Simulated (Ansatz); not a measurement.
# hcp Ru

Method: r²SCAN (Ansatz, an electronic-structure program, plane waves, PAW).

Settings: plane-wave cutoff 500 eV, 5×5×5 k mesh, Fermi–Dirac smearing 0.1 eV, cell of 36 sites, scalar-relativistic PAW data made under PBE.

Cell: relaxed at this level.

```json
{
 "vacancy_formation_energy": "2.83 eV",
 "vacancy_formation_energy_before_relaxation": "2.86 eV"
}
```

Note: energies are extrapolated to zero smearing, and mesh and cell size move such values by some hundredths of an eV or more.

Static lattice: no zero-point or thermal effects.

The result took very roughly 17 core-minutes.
